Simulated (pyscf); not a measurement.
Structures and frequencies: ωB97X-D3(BJ)/def2-SVP in PySCF.

### Question
Estimate the classical barrier height and the reaction energy of O=Cr(=O)(F)–F (SMILES [O]=[Cr](=[O])([F])[F]) + HCl (SMILES Cl) → O=Cr(=O)(F)–Cl (SMILES [O]=[Cr](=[O])([F])[Cl]) + HF (SMILES F) at r²SCAN/def2-TZVP. The step runs on the singlet surface, breaks Cr–F, Cl–H and forms Cl–Cr, F–H; take the separated reactants as zero.

### Answer
ΔE‡ = 0.55 eV, ΔE = -0.03 eV. ωB97M-D3(BJ)/def2-TZVP gives 0.73 eV and -0.07 eV. Zero-point energy shifts the barrier by 0.00 eV. It is a four-centre exchange, with an imaginary mode of 635i cm⁻¹. One saddle was located; it need not be the lowest between these sides.
